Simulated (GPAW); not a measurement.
# AlH2S2 (SMILES [SH][Al][SH]), step by step

Aim: a structure relaxation (UOLYP-D3(BJ)/plane waves), then vibrational wavenumbers (UOLYP-D3(BJ)/plane waves) of AlH2S2. Input form: an ASE script.

The results are computed with GPAW 26.7.0.

3 further runs of the same task are left out: 3 set aside as unsound or not needed.

### 1 Starting point

AlH2S2 has 5 atoms, charge 0, and is taken as a doublet. SMILES: `[SH][Al][SH]`. All atoms were displaced at random from a relaxed shape. The run starts from this shape.

Bond lengths: S1–Al2 2.262 Å, Al2–S3 2.192 Å, S1–H4 1.360 Å, S3–H5 1.452 Å. Angles: S1–Al2–S3 120.6°, Al2–S1–H4 94.2°, Al2–S3–H5 90.5°.

### 2 A structure relaxation at UOLYP-D3(BJ)/plane waves (scalar-relativistic datasets, plane-wave cutoff 450 eV) (run 1)

Contents of calc.py:

```python
from ase import Atoms
from ase.calculators.mixing import SumCalculator
from ase.io import write
from ase.optimize import BFGSLineSearch
from dftd3.ase import DFTD3
from gpaw import GPAW, PW, setup_paths
from gpaw.atom.configurations import parameters
from gpaw.atom.generator import Generator

system = Atoms('SAlSHH',
    positions=[[ -1.827665,  -0.236597,  -0.386127],
               [ -0.242384,   1.256092,   0.224986],
               [  1.832839,   0.617968,   0.528288],
               [ -1.281625,  -1.258313,   0.326979],
               [  1.712641,  -0.334715,  -0.560529]])
system.set_cell([14.0, 14.0, 14.0])
system.center()
system.set_initial_magnetic_moments([1.0, 0.0, 0.0, 0.0, 0.0])

for symbol in ['Al', 'H', 'S']:
    Generator(symbol, xcname='GGA_X_OPTX+GGA_C_LYP', scalarrel=True, nofiles=True, txt=None).run(**parameters[symbol])
setup_paths.insert(0, '.')

calc = GPAW(mode=PW(450),
            occupations={'name': 'fermi-dirac', 'width': 0.0, 'fixmagmom': True},
            symmetry='off',
            xc='GGA_X_OPTX+GGA_C_LYP',
            maxiter=100,
            txt='-')
system.calc = SumCalculator([DFTD3(method='OLYP', damping='d3bj'), calc])

opt = BFGSLineSearch(system, trajectory='AlH2S2.traj')
converged = opt.run(fmax=0.03, steps=100)
print('Converged:', converged)
print(f'Final energy = {system.get_potential_energy():.5f} eV')
print(f'r(S2-Al1)               {system.get_distance(2, 1):.4f} Ang')
print(f'r(H4-S2)                {system.get_distance(4, 2):.4f} Ang')
write('relaxed.xyz', system)
```

Launch:

```sh
$ OMP_NUM_THREADS=1 python calc.py
```

What it wrote:

```text
[...]
  mode=PW(ecut=450.00000000000006),
[...]
Number of symmetries: 1
[...]
  Number of IBZ points: 1
[...]
Cutoff: 450.00000000000006 eV
Spin-components: 2 (collinear spins)
Bands:           14
[...]
  Valence electrons: 17.0
[...]
  Grid points: [70 70 70]
  Charge: 0.0  # |e|
[...]
    cutoffs:
[...]
occupation numbers:
  Fixed magnetic moment: 1.000
[...]
xc functional:
  name: GGA_X_OPTX+GGA_C_LYP with 2 nearest neighbor stencil
[...]
|iter     |     time |      energy | eigst |  dens |  magmom |
[...]
|iter:   1| 00:00:04 |  -17.875119 | +0.21 |       |  +1.0035|
[...]
Converged in 12 steps
[...]
dipole moment: (0.053314, 0.029342, 0.013652)  # |e|*Ang
Total magnetic moment: (0.000000, 0.000000, 1.000000)
[...]
Converged in 11 steps
[...]
Converged in 7 steps
[...]
Converged in 8 steps
[...]
Converged in 7 steps
[...]
|iter:   7| 00:14:34 |  -17.822181c| -8.13c| -4.05c|  +1.0000|
Converged in 7 steps
[...]
Energy contributions relative to reference atoms: (reference = -28357.889998)
Energy contributions:
  Kinetic:          21.941234
  Coulomb:         -22.987880
  Zero:              0.064447
  External:          0.000000
  Xc:              -16.839982
  Entropy:           0.000000
  Spinorbit:         0.000000
  ----------------------------
  Free energy:     -17.822181
  Extrapolated:    -17.822181
[...]
Total magnetic moment: (0.000000, 0.000000, 1.000000)
Local magnetic moments
|        x |        y |        z |
|----------|----------|----------|
| 0.000000 | 0.000000 | 0.052235 |  # S    0
| 0.000000 | 0.000000 | 0.224655 |  # Al   1
| 0.000000 | 0.000000 | 0.052184 |  # S    2
| 0.000000 | 0.000000 | 0.002210 |  # H    3
| 0.000000 | 0.000000 | 0.002254 |  # H    4
Fermi levels: -2.580, -4.091
Eigenvalues  # (at kpt = [0.000, 0.000, 0.000])
| band index |      eig [eV] | occ [0-1] |      eig [eV] | occ [0-1] |
|------------|---------------|-----------|---------------|-----------|
|          0 |       -17.953 |     1.000 |       -17.847 |     1.000 |
|          1 |       -17.618 |     1.000 |       -17.517 |     1.000 |
|          2 |       -10.372 |     1.000 |       -10.191 |     1.000 |
|          3 |        -9.791 |     1.000 |        -9.718 |     1.000 |
|          4 |        -8.946 |     1.000 |        -8.758 |     1.000 |
|          5 |        -7.182 |     1.000 |        -7.050 |     1.000 |
|          6 |        -6.560 |     1.000 |        -6.492 |     1.000 |
|          7 |        -6.076 |     1.000 |        -6.042 |     1.000 |
|          8 |        -4.846 |     1.000 |        -3.335 |     0.000 |
|          9 |        -1.825 |     0.000 |        -1.166 |     0.000 |
|         10 |        -1.026 |     0.000 |        -0.983 |     0.000 |
|         11 |        -0.622 |     0.000 |        -0.491 |     0.000 |
[...]
Gap: 1.510 eV
Transition (v -> c):
[...]
Forces  # eV/Ang
|        x |        y |        z |
|----------|----------|----------|
| -0.12844 | -0.01230 | -0.00617 |  # S    0
| -0.00407 |  0.04713 |  0.00545 |  # Al   1
|  0.10665 |  0.03414 |  0.01484 |  # S    2
| -0.02497 | -0.05404 | -0.01412 |  # H    3
|  0.05146 | -0.01612 |  0.00050 |  # H    4
Force computation time: 0.935  # s
BFGSLineSearch:   20[ 29] hh:mm:ss      -18.443552       0.0268
Converged: True
Final energy = -18.44355 eV
r(S2-Al1)               2.2226 Ang
r(H4-S2)                1.3495 Ang
```

Run time: 15 min. Hardware: 1 thread of Arm Neoverse V1, shared host; peak memory 1.2 GiB.

The path in brief:

| step | energy from the first frame kept (eV) | largest force (eV/Å) |
| --- | --- | --- |
| 0 | 0.0000 | 2.0071 |
| 1 | -0.1193 | 0.2939 |
| 2 | -0.1239 | 0.2388 |
| 3 | -0.1271 | 0.1932 |
| 4 | -0.1309 | 0.4037 |
| 5 | -0.1392 | 0.1795 |
| 6 | -0.1470 | 0.2611 |
| 7 | -0.1548 | 0.3942 |
| 8 | -0.1632 | 0.3182 |
| 9 | -0.1685 | 0.2081 |
| 10 | -0.1724 | 0.2694 |
| 11 | -0.1765 | 0.2404 |
| 12 | -0.1786 | 0.0645 |
| 13 | -0.1791 | 0.0600 |
| 14 | -0.1799 | 0.0697 |
| 15 | -0.1816 | 0.0888 |
| 16 | -0.1831 | 0.1036 |
| 17 | -0.1835 | 0.0399 |
| 18 | -0.1840 | 0.0651 |
| 19 | -0.1845 | 0.1470 |
| 20 | -0.1853 | 0.0268 |

After the run. Bond lengths: S1–Al2 2.222 Å, Al2–S3 2.223 Å, S1–H4 1.349 Å, S3–H5 1.349 Å. Angles: S1–Al2–S3 118.6°, Al2–S1–H4 92.1°, Al2–S3–H5 92.2°.

### 3 Vibrational wavenumbers at UOLYP-D3(BJ)/plane waves (scalar-relativistic datasets, plane-wave cutoff 450 eV, shape nonlinear) (run 2)

Contents of relaxed.xyz:

```xyz
5
Lattice="14.0 0.0 0.0 0.0 14.0 0.0 0.0 0.0 14.0" Properties=species:S:1:pos:R:3:initial_magmoms:R:1:forces:R:3 energy=-18.44355166020615 pbc="F F F"
S        5.13004459       6.79919505       6.85422304       1.00000000      -0.02564450       0.00634993       0.00434545
Al       6.68896116       8.32281370       7.28390685       0.00000000       0.00948575      -0.00386929      -0.00387217
S        8.81901559       7.68856332       7.30853774       0.00000000       0.00688047       0.00360960       0.00228650
H        6.03441887       5.79874905       6.86810352       0.00000000       0.01546638      -0.01022148      -0.00646243
H        8.50722695       6.44157737       6.89761794       0.00000000      -0.00556612       0.00294408       0.00420620
```

Contents of alh2s2_vib.py:

```python
from ase.calculators.mixing import SumCalculator
from ase.io import read
from ase.thermochemistry import IdealGasThermo
from ase.vibrations import Vibrations
from dftd3.ase import DFTD3
from gpaw import GPAW, PW, setup_paths
from gpaw.atom.configurations import parameters
from gpaw.atom.generator import Generator

# Set up the molecule
system = read('relaxed.xyz')
system.set_initial_magnetic_moments([1.0, 0.0, 0.0, 0.0, 0.0])

# PAW datasets for this functional
for symbol in ['Al', 'H', 'S']:
    Generator(symbol, xcname='GGA_X_OPTX+GGA_C_LYP', scalarrel=True, nofiles=True, txt=None).run(**parameters[symbol])
setup_paths.insert(0, '.')

# GPAW settings
calculator = GPAW(mode=PW(450),
                  xc='GGA_X_OPTX+GGA_C_LYP',
                  occupations={'name': 'fermi-dirac', 'width': 0.0, 'fixmagmom': True},
                  convergence={'density': 1e-05},
                  maxiter=100,
                  symmetry='off',
                  txt='alh2s2.txt')
system.calc = SumCalculator([DFTD3(method='OLYP', damping='d3bj'), calculator])

energy = system.get_potential_energy()
vib = Vibrations(system, delta=0.015)
vib.run()
vib.summary()
freqs = vib.get_frequencies()
zpe = vib.get_zero_point_energy()

thermo = IdealGasThermo(vib_energies=vib.get_energies(), potentialenergy=energy, atoms=system, geometry='nonlinear',
                        symmetrynumber=2, spin=0.5, ignore_imag_modes=True)
H = thermo.get_enthalpy(600.0, verbose=False)
S = thermo.get_entropy(600.0, 100000.0, verbose=False)
G = thermo.get_gibbs_energy(temperature=600.0, pressure=100000.0)
```

Launch:

```sh
$ python3 alh2s2_vib.py
```

What it wrote:

```text
---------------------
  #    meV     cm^-1
---------------------
  0    1.0i      8.2i
  1    0.9i      6.9i
  2    0.7i      5.5i
  3    0.1       1.0
  4    0.8       6.1
  5    2.3      18.4
  6   13.5     108.7
  7   17.6     142.3
  8   26.8     216.0
  9   48.7     392.8
 10   60.4     487.0
 11   68.1     549.3
 12   76.9     620.1
 13  327.7    2642.8
 14  328.5    2649.9
---------------------
Zero-point energy: 0.486 eV
Enthalpy components at T = 600.00 K:
===============================
Enthalpy components at T = 600.00 K:
===============================
E_pot                -18.444 eV
E_ZPE                  0.484 eV
Cv_trans (0->T)        0.078 eV
Cv_rot (0->T)          0.078 eV
Cv_vib (0->T)          0.235 eV
-------------------------------
U                    -17.569 eV
===============================
(C_v -> C_p)           0.052 eV
-------------------------------
H                    -17.518 eV
===============================

Entropy components at T = 600.00 K and P = 100000.0 Pa:
=================================================
{"":15s}{"S":13s}     {"T*S:13s}
S_trans (1 bar)    0.0018649 eV/K        1.119 eV
S_rot              0.0011550 eV/K        0.693 eV
S_elec             0.0000597 eV/K        0.036 eV
S_vib              0.0008274 eV/K        0.496 eV
S (1 bar -> P)    -0.0000000 eV/K       -0.000 eV
-------------------------------------------------
S                  0.0039070 eV/K        2.344 eV
=================================================

Free energy components at T = 600.00 K and P = 100000.0 Pa:
=======================
    H        -17.518 eV
 -T*S         -2.344 eV
-----------------------
    G        -19.862 eV
=======================
```

alh2s2.txt, cut to the lines that bear on the results:

```text
[...]
  mode=PW(ecut=450.00000000000006),
[...]
Converged in 14 steps
[...]
Converged in 10 steps
[...]
Energy contributions relative to reference atoms: (reference = -28357.889998)
Energy contributions:
  Kinetic:          22.121132
  Coulomb:         -23.127227
  Zero:              0.063901
  External:          0.000000
  Xc:              -16.879729
  Entropy:           0.000000
  Spinorbit:         0.000000
  ----------------------------
  Free energy:     -17.821924
  Extrapolated:    -17.821924
dipole moment: (-0.005108, 0.011901, 0.006303)  # |e|*Ang
Total magnetic moment: (0.000000, 0.000000, 1.000000)
Local magnetic moments
|        x |        y |        z |
|----------|----------|----------|
| 0.000000 | 0.000000 | 0.052194 |  # S    0
| 0.000000 | 0.000000 | 0.224750 |  # Al   1
| 0.000000 | 0.000000 | 0.052139 |  # S    2
| 0.000000 | 0.000000 | 0.002213 |  # H    3
| 0.000000 | 0.000000 | 0.002237 |  # H    4
Fermi levels: -2.580, -4.091
Eigenvalues  # (at kpt = [0.000, 0.000, 0.000])
| band index |      eig [eV] | occ [0-1] |      eig [eV] | occ [0-1] |
|------------|---------------|-----------|---------------|-----------|
|          0 |       -17.960 |     1.000 |       -17.854 |     1.000 |
|          1 |       -17.625 |     1.000 |       -17.524 |     1.000 |
|          2 |       -10.377 |     1.000 |       -10.196 |     1.000 |
[... 10 lines of this table left out ...]
|         13 |        -0.096 |     0.000 |         0.043 |     0.000 |
Gap: 1.511 eV
Transition (v -> c):
[...]
Forces  # eV/Ang
|        x |        y |        z |
|----------|----------|----------|
| -0.12866 | -0.01216 | -0.00387 |  # S    0
| -0.00417 |  0.04860 |  0.00338 |  # Al   1
|  0.13250 |  0.13963 |  0.04980 |  # S    2
| -0.02495 | -0.05437 | -0.01488 |  # H    3
|  0.02543 | -0.12151 | -0.03421 |  # H    4
Force computation time: 1.058  # s
timing:  # [seconds]
  Total:  1240.396  # ━━━━━━━━━━━━━━━━━━━━━━━━━━━━━━━━━━━━━━━━━━━━━━━━━━━━━━━
  Init:      3.410  #
  SCF:    1113.461  # ━━━━━━━━━━━━━━━━━━━━━━━━━━━━━━━━━━━━━━━━━━━━━━━━━╸
  Forces:   33.696  # ━╸
  Move:     88.279  # ━━━━
```

Run time: 21 min. Hardware: 1 thread of Arm Neoverse V1, shared host; peak memory 1.2 GiB.

### 4 Summary of results

| quantity | value |
| --- | --- |
| run 1, UOLYP-D3(BJ)/plane waves: energy as printed (from the program's reference atoms) | -18.4436 eV |
| run 1, UOLYP-D3(BJ)/plane waves: dipole moment | 0.07 D |
| run 1, UOLYP-D3(BJ)/plane waves: HOMO energy (shifted to the vacuum level, unlike the log) | -5.09 eV |
| run 1, UOLYP-D3(BJ)/plane waves: LUMO energy (shifted to the vacuum level, unlike the log) | -3.58 eV |
| run 1, UOLYP-D3(BJ)/plane waves: dispersion energy | -59.95 kJ/mol |
| run 2, UOLYP-D3(BJ)/plane waves: lowest harmonic wavenumber | 109 cm⁻¹ |
| run 2, UOLYP-D3(BJ)/plane waves: highest harmonic wavenumber | 2650 cm⁻¹ |
| run 2, UOLYP-D3(BJ)/plane waves: zero-point energy | 46.7 kJ/mol |
| run 2, UOLYP-D3(BJ)/plane waves: ideal-gas entropy at 600 K and 100000 Pa (symmetry number 2 as used) | 90.1 cal/(mol K) |

The optimisation (run 1, UOLYP-D3(BJ)/plane waves) took 20 steps and changed the energy by -0.185 eV. All 9 modes (run 2, UOLYP-D3(BJ)/plane waves) are real, so the shape is a minimum at this level.
